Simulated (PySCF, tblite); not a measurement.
# C₃H₃ClFO radical: geometry, infrared bands and EPR parameters

Wanted: the infrared bands and EPR parameters of C₃H₃ClFO radical (`FCO/[C]=C\Cl`), by calculation.

Computed with tblite 0.8.0 and PySCF 2.14.0, with density-fitted response routines of our own, on a single molecule in the gas phase. Atoms are numbered from 0 throughout.

**1. The molecule as given**

9 atoms, charge 0, multiplicity 2; geometry from: GFN2-xTB.

Bonds of the start (Å): F0–C1 1.36, C1–O2 1.40, O2–C3 1.31, C3–C4 1.29, C4–Cl5 1.81, C1–H6 1.10, C1–H7 1.10, C4–H8 1.07.

**2. Infrared spectrum with GFN2-xTB**

The job: settings as JSON, then the geometry in Å.

```
{"job": {"kind": "ir", "xc": "GFN2-xTB", "basis": "xTB"}, "charge": 0, "multiplicity": 2}
F     -1.964530    -0.505288    -0.452849
C     -1.277039     0.558274     0.047770
O     -0.451241     0.150227     1.101312
C      0.598563    -0.586217     0.841989
C      1.568194    -0.755200     0.012649
Cl     1.961431     0.444633    -1.289712
H     -2.006623     1.261536     0.464730
H     -0.699607     0.989979    -0.781563
H      2.284415    -1.551949     0.030494
```

**Question.** This job is followed by: PBE0-D3(BJ)/def2-SVP geometry optimisation, gas phase; UKS B3LYP, IGLO-III on C Cl F O, pcH-1 on H, non-relativistic, mean-field spin-orbit, GIAO. Predict these results of the whole session: strongest single infrared mode (GFN2-xTB); zero-point energy (GFN2-xTB); point group; rotational constants (main isotopes); g(iso) (B3LYP); ⟨S²⟩; largest a(iso) (averaged by class).

As calculated:

| quantity | value |
| --- | --- |
| strongest single infrared mode (GFN2-xTB) | 1008 cm⁻¹, 201 km/mol |
| zero-point energy (GFN2-xTB) | 33.1 kcal/mol |
| point group | C1 |
| rotational constants (main isotopes) | 7.01, 1.42, 1.31 GHz |
| g(iso) (B3LYP) | 2.00177 |
| ⟨S²⟩ | 0.760 (exact 0.75) |
| largest a(iso) (averaged by class) | 13C on C3, 464.1 MHz |

**Reading.** No mode is imaginary among the 21: a minimum at this level. The strongest single mode, at 1008 cm⁻¹, moves mainly C1 and F0. GFN2-xTB is a fitted tight-binding method: band positions and strengths are rough. Its intensities can rank the bands wrongly. Relaxing lowered the energy by 0.116 eV in 9 steps; the bonded pair that moved most is C4–Cl5, from 1.814 to 1.749 Å. C3 carries the largest spin population, 0.86 e. The isotropic g lies 0.5 ppt below the free-electron value.
